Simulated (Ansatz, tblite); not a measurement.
**SiHCl3: which spin state is lowest**

Is the singlet the ground state of SiHCl3? Other spin states are computed and compared level by level.

Method: as each input shows; program: Ansatz 0.2.0, Gaussian basis.

The runs, in order: triplet, at the geometry of the singlet (GFN1-xTB, GFN2-xTB, PBE0-D4/def2-TZVP, PBE-D4/def2-TZVP, r2SCAN-D4/def2-TZVP); the singlet's energies come from earlier runs.

**1. The structure**

The geometry is that of the singlet, from an earlier relaxation (r2SCAN-D4/def2-SVP).

5 atoms, charge 0, spin multiplicity 1.

Bond lengths: Si1–H2 1.475 Å, Si1–Cl3 2.049 Å, Si1–Cl4 2.049 Å, Si1–Cl5 2.049 Å. Angles: H2–Si1–Cl3 109.7°, H2–Si1–Cl4 109.6°, H2–Si1–Cl5 109.7°, Cl3–Si1–Cl4 109.3°, Cl3–Si1–Cl5 109.3°, Cl4–Si1–Cl5 109.3°.

**2. Triplet at the fixed geometry, GFN1-xTB**

Tight binding, by tblite at 300 K electronic temperature and without a spin-polarisation term:

```python
tblite.interface.Calculator('GFN1-xTB', numbers, positions, charge=0, uhf=2).singlepoint()
```

Energy -409.9061 eV; 0.005 s.

**3. Triplet at the fixed geometry, GFN2-xTB**

Tight binding, by tblite at 300 K electronic temperature and without a spin-polarisation term:

```python
tblite.interface.Calculator('GFN2-xTB', numbers, positions, charge=0, uhf=2).singlepoint()
```

Energy -429.1724 eV; 0.007 s.

**4. Triplet at the fixed geometry, PBE0-D4/def2-TZVP**

Input file in.yaml:

```yaml
crystal:
  periodic: [false, false, false]
  atoms:
    - {symbol: Si, position_ang: [0.000795, -0.001355, 0.118548]}
    - {symbol: H, position_ang: [0.008140, -0.015821, 1.593191]}
    - {symbol: Cl, position_ang: [1.927012, 0.010484, -0.580868]}
    - {symbol: Cl, position_ang: [-0.971739, 1.674424, -0.548481]}
    - {symbol: Cl, position_ang: [-0.964218, -1.667732, -0.582390]}
basis:
  gaussian: {orbitals: def2-TZVP}
magnetization: {spin_polarized: true, initial_magnetization: 2}
hamiltonian: {xc: pbe0, dispersion: d4}
scf: {omitted_lower_state_checks: [starts]}
output: {orbitals: {seedname: orbitals}}
```

Launch:

```
> ansatz run in.yaml --threads 2 --pin off --events-out ev --progress --plain --max-ram 4352MiB
```

Output:

```text
Functional definition: PBE0
  name "PBE0"
  cite "Adamo & Barone, J. Chem. Phys. 110, 6158 (1999) doi:10.1063/1.478522"
  cite "Perdew, Burke & Ernzerhof, Phys. Rev. Lett. 77, 3865 (1996) doi:10.1103/PhysRevLett.77.3865"
  parent pbe
  parameter a = 0.25
  parameter kappa = 0.804
  parameter beta = 0.06672455060314922
  exchange = (1 - a)*pbe_x(kappa = kappa, mu = beta*pi^2/3) + a*exact_x
  correlation = pbe_c(beta = beta)
these checks for a lower state are left out or cut short: starts
1116 factors; their error is unknown
mean field evaluation 1: about -45443.8739 eV, gradient 9.6e0 eV
mean field evaluation 2: about -45444.1418 eV, gradient 8.0e0 eV
mean field evaluation 4: about -45444.4832 eV, gradient 6.0e-1 eV
mean field evaluation 8: about -45444.6338 eV, gradient 1.2e-1 eV
mean field evaluation 16: about -45444.6339 eV, gradient 2.4e-3 eV
mean field evaluation 32: about -45444.6339 eV, gradient 1.4e-4 eV
mean field -45444.63391280 eV, -1670.0594928161 hartree, gradient 7.1e-6 eV, S^2 2.007965; 0 other end points of the search recorded, 0 dependent functions left out
reference -45444.63394220 eV, -1670.0594938966 hartree; 34, 32 occupied and 120, 122 virtual orbitals, 1116 factors
Total energy: -45444.79244378 eV, -1670.0653187224 hartree
Checks for a lower state left out: starts
```

It took 21 s on 2 threads of Arm Neoverse V1, shared host; peak memory 0.78 GiB.

HOMO -2.17 eV, LUMO -7.70 eV (over both spins; with the spin held, an empty level of the minority spin lies below the top filled one); ⟨S²⟩ 2.008 (pure: 2.00).

**5. Triplet at the fixed geometry, PBE-D4/def2-TZVP**

start.molden holds the orbitals of an earlier run on this state, given as this run's starting guess.

Changes to in.yaml since step 4:

```diff
@@ -9,5 +9,5 @@
 basis:
-  gaussian: {orbitals: def2-TZVP}
+  gaussian: {orbitals: def2-TZVP, initial_orbitals: start.molden}
 magnetization: {spin_polarized: true, initial_magnetization: 2}
-hamiltonian: {xc: pbe0, dispersion: d4}
+hamiltonian: {xc: pbe, dispersion: d4}
 scf: {omitted_lower_state_checks: [starts]}
```

The command is unchanged.

Output:

```text
Functional definition: PBE
  name "PBE"
  cite "Perdew, Burke & Ernzerhof, Phys. Rev. Lett. 77, 3865 (1996) doi:10.1103/PhysRevLett.77.3865"
  parent pbe
  parameter kappa = 0.804
  parameter beta = 0.06672455060314922
  exchange = pbe_x(kappa = kappa, mu = beta*pi^2/3)
  correlation = pbe_c(beta = beta)
these checks for a lower state are left out or cut short: starts
1064 factors; their error is unknown
mean field evaluation 1: about -45441.3742 eV, gradient 1.1e1 eV
mean field evaluation 2: about -45441.4805 eV, gradient 1.9e-1 eV
mean field evaluation 4: about -45441.4715 eV, gradient 5.0e-3 eV
mean field evaluation 8: about -45441.4715 eV, gradient 2.0e-5 eV
mean field -45441.47147250 eV, -1669.9432752788 hartree, gradient 7.2e-6 eV, S^2 2.002828; 0 other end points of the search recorded, 0 dependent functions left out
reference -45441.47151144 eV, -1669.9432767098 hartree; 34, 32 occupied and 120, 122 virtual orbitals, 1064 factors
Total energy: -45441.65743919 eV, -1669.9501094285 hartree
Checks for a lower state left out: starts
```

Wall time 9 s (2 threads of Arm Neoverse V1, shared host).

From the report: HOMO -1.40 eV, LUMO -8.06 eV (over both spins; with the spin held, an empty level of the minority spin lies below the top filled one); ⟨S²⟩ 2.003 (pure: 2.00).

**6. Triplet at the fixed geometry, r2SCAN-D4/def2-TZVP**

Changes to in.yaml since step 5:

```diff
@@ -11,3 +11,3 @@
 magnetization: {spin_polarized: true, initial_magnetization: 2}
-hamiltonian: {xc: pbe, dispersion: d4}
+hamiltonian: {xc: r2scan, dispersion: d4}
 scf: {omitted_lower_state_checks: [starts]}
```

Same command.

Output:

```text
Functional definition: r2SCAN
  name "r2SCAN"
  cite "Furness, Kaplan, Ning, Perdew & Sun, J. Phys. Chem. Lett. 11, 8208 (2020) doi:10.1021/acs.jpclett.0c02405"
  cite "Furness, Kaplan, Ning, Perdew & Sun, J. Phys. Chem. Lett. 11, 9248 (2020) doi:10.1021/acs.jpclett.0c03077"
  parent r2scan
  parameter k0 = 0.174
  parameter k1 = 0.065
  parameter a1 = 4.9479
  exchange = r2scan_x(k0 = k0, k1 = k1, a1 = a1)
  correlation = r2scan_c
these checks for a lower state are left out or cut short: starts
1064 factors; their error is unknown
mean field evaluation 1: about -45457.3671 eV, gradient 7.9e0 eV
mean field evaluation 2: about -45457.4106 eV, gradient 9.3e-2 eV
mean field evaluation 4: about -45457.4002 eV, gradient 8.8e-4 eV
mean field evaluation 8: about -45457.4002 eV, gradient 8.5e-5 eV
mean field -45457.40018269 eV, -1670.5286445813 hartree, gradient 9.5e-6 eV, S^2 2.006538; 0 other end points of the search recorded, 0 dependent functions left out
reference -45457.40019397 eV, -1670.5286449958 hartree; 34, 32 occupied and 120, 122 virtual orbitals, 1064 factors
Total energy: -45457.44056593 eV, -1670.5301286379 hartree
Checks for a lower state left out: starts
```

Run time: 23 s. Hardware: 2 threads of Arm Neoverse V1, shared host.

Report: HOMO -1.42 eV, LUMO -8.22 eV (over both spins; with the spin held, an empty level of the minority spin lies below the top filled one); ⟨S²⟩ 2.007 (pure: 2.00).

**7. Triplet less singlet, vertical**

The singlet's energies are those of its earlier runs, whose logs aren't repeated here.

| level | triplet less singlet, vertical (kcal/mol) | time |
| --- | --- | --- |
| GFN1-xTB | +191.0 | 0.016 s |
| GFN2-xTB | +155.1 | 0.011 s |
| PBE-D4/def2-TZVP | +153.4 | 11 s |
| r2SCAN-D4/def2-TZVP | +162.9 | 29 s |
| PBE0-D4/def2-TZVP | +168.4 | 25 s |

Times add the two runs; a level without a time comes out of a correlated run. Tight binding without a spin term can't rank spin states.

**8. Results**

| quantity | value |
| --- | --- |
| triplet less singlet, vertical, functionals in def2-TZVP | +153.4 (PBE-D4) to +168.4 kcal/mol (PBE0-D4) |

In words: All functionals put the triplet above the singlet, over a spread of 15.0 kcal/mol. The checks for a lower triplet were left out, so another state of that spin may lie lower. These are electronic energies, without zero-point motion, entropy or surroundings.
